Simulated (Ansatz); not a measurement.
This Ansatz (a quantum-chemistry and plane-wave program) input (CCSD(T)/6-311G**) gives -150.60317 Eh with 42 basis functions. A basis named .json is the Basis Set Exchange file of that set (core-valence sets with the plain set on hydrogen).

Ansatz 0.2 input:
```yaml
crystal:
  periodic: [false, false, false]
  atoms:
    - {symbol: O, position_ang: [0.05728725, 0.81312084, -0.03996413]}
    - {symbol: O, position_ang: [0.04221979, -0.70897730, -0.01520246]}
    - {symbol: H, position_ang: [-0.79605634, -0.83314830, 0.44133267]}
basis:
  gaussian:
    orbitals: 6-311G__.json
total_charge: -1
magnetization: {spin_polarized: false}
correlation: {method: ccsd_t, electrons: outside_noble_gas}
```

Change:
```diff
- orbitals: 6-311G__.json
+ orbitals: cc-pVDZ
```

Task: What does the run give now?

Result: -150.53489 Eh (CCSD(T)/cc-pVDZ, 33 functions), a change of +68.28 mEh.
